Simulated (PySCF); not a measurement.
**Structure from NMR data**

An unknown has the formula C₄H₉N. Its calculated NMR data are:

1H NMR (400 MHz, computed): δ 3.17 (m, 4H), 2.21 (s, 3H), 1.91 (m, 2H).

13C{1H} NMR (computed): δ 57.3 (CH2), 47.2 (CH3), 15.9 (CH2).

Rapidly exchanging positions averaged, one computed conformer, relativity neglected, no solvent model. J couplings at B3LYP/pcJ-1 (spin–dipole term only in couplings to heteroatoms); PBE0/pcSseg-1 with gauge-including orbitals; structure optimised with GFN2-xTB; PySCF 2.14.0 with density-fitted response routines.

Scale: TMS for 1H (σref 31.72) and 13C (σref 186.93) (reference shieldings calculated alike).

Problem. What is the structure?

Solution. 
- The formula gives 1 degree of unsaturation (1 ring in the answer).
- 3 carbon signals for 4 carbons: some carbons are equivalent by symmetry or fast rotation.
- Carbon types of the structure: 3 × CH2, 1 × CH3, which accounts for all hydrogens.
- δC 57.3: sp3 CH2 bonded to N; pulled downfield by the heteroatom.
- δC 47.2: methyl carbon bonded to N; deshielded by the electronegative neighbour.
- δC 15.9: sp3 CH2 in a ring; aliphatic region, no heteroatom directly attached.
- δH 3.17: hydrogen on an sp3 CH2 bonded to N; its carbon carries N, which withdraws density.
- δH 2.21: hydrogen on a methyl carbon bonded to N; its carbon carries N, which withdraws density.
- δH 1.91: hydrogen on an sp3 CH2 in a ring.

The compound is SMILES CN1CCC1.

The data come from this structure; uniqueness wasn't tested.

Multiplet labels drop couplings under 1 Hz and merge nearly equal ones. Couplings among chemically equivalent protons are left out too, so labels in AA′BB′ or AA′XX′ sets are apparent multiplicities. Unscaled 3J(H,H) at this level run about 10 % above measured values. Shifts are as computed. Against solution values, carbons near 30 ppm lie about +3 ppm off and those near 130 ppm about +5 ppm. Of 1211 compounds with measured shifts, 218 miss one by over three times the rms of a fit or turn the order of signals round; such compounds aren't used in these exercises. Vicinal couplings across rotatable single bonds and in flexible rings belong to the one computed conformer; a conformer average would change them.
